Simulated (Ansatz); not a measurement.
# C₃H₄S: small, medium and large basis sets

One table from this session's results is given with a row withheld; the runs are named, their logs left out.

Computed with Ansatz 0.2.0, Gaussian basis. Level: one geometry, several basis sets.

Plan: PBE0-D4/def2-SVP; ωB97M-V/def2-SVP; PBE0-D4/def2-QZVPP; ωB97M-V/def2-QZVPP; the functionals' def2-TZVPP values are taken from earlier runs.

## The geometry

All runs share one geometry, relaxed beforehand with PBE0-D4 in a triple-zeta def2 set.

SMILES `C=C=CS`, 8 atoms, charge 0, spin multiplicity 1.

Atoms are counted from 1 here; the program's logs count them from 0.

Bond lengths: C1–C2 1.300 Å, C1–H5 1.087 Å, C1–H6 1.087 Å, C2–C3 1.300 Å, C3–S4 1.760 Å, C3–H7 1.086 Å, S4–H8 1.342 Å. Angles: C2–C1–H5 121.4°, C2–C1–H6 121.4°, H5–C1–H6 117.2°, C1–C2–C3 179.6°, C2–C3–S4 126.8°, C2–C3–H7 120.6°, S4–C3–H7 112.6°, C3–S4–H8 96.5°.

The first run:

in.yaml

```yaml
crystal:
  periodic: [false, false, false]
  atoms:
    - {symbol: C, position_ang: [-0.561512, 1.376158, -0.478204]}
    - {symbol: C, position_ang: [0.171717, 0.377138, -0.084583]}
    - {symbol: C, position_ang: [0.896571, -0.627309, 0.309122]}
    - {symbol: S, position_ang: [0.335406, -2.258149, 0.658224]}
    - {symbol: H, position_ang: [-0.730995, 1.572678, -1.533269]}
    - {symbol: H, position_ang: [-1.025958, 2.052598, 0.234002]}
    - {symbol: H, position_ang: [1.966242, -0.513364, 0.456697]}
    - {symbol: H, position_ang: [-0.959271, -2.036749, 0.382010]}
basis:
  gaussian: {orbitals: def2-SVP}
hamiltonian: {xc: pbe0, dispersion: d4}
output: {orbitals: {seedname: orbitals}}
```

Run with:

```bash
$ ansatz run in.yaml --threads 2 --pin off --events-out ev --progress --plain --max-ram 4352MiB
```

Steps of the session up to this table: PBE0-D4 in def2-SVP; ωB97M-V in def2-SVP; PBE0-D4 in def2-QZVPP; ωB97M-V in def2-QZVPP.

One table of the session follows, with a row left open; its other results are not shown here.

It belongs to the step «Density functionals: the series». 

| functional | basis | HOMO (eV) | LUMO (eV) |
| --- | --- | --- | --- |
| PBE0-D4 | def2-SVP | -6.32 | -0.09 |
| PBE0-D4 | def2-TZVPP | ? | ? |
| PBE0-D4 | def2-QZVPP | -6.46 | -0.40 |
| ωB97M-V | def2-SVP | -8.40 | 2.13 |
| ωB97M-V | def2-TZVPP | -8.54 | 1.79 |
| ωB97M-V | def2-QZVPP | -8.57 | 1.57 |

Estimate the missing values for PBE0-D4, def2-TZVPP.

The run gave: HOMO (eV): -6.43; LUMO (eV): -0.32. In the column «HOMO (eV)» it lies between PBE0-D4, def2-QZVPP (-6.46) and PBE0-D4, def2-SVP (-6.32).
